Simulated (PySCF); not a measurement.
An element was calculated at PBE0 (PySCF 2.14, spin-free X2C, a triple-zeta basis, no spin-orbit coupling), in the ground configurations that NIST lists.

| Quantity | Value |
| --- | --- |
| first ionisation energy | 17.410 eV |
| second ionisation energy | 35.243 eV |
| third ionisation energy | 62.925 eV |

**Question.** Which element is it?

**Answer.** Fluorine (F, Z = 9), in x2c-TZVPPall. NIST lists 17.423, 34.971, 62.708 eV for these ionisation energies.
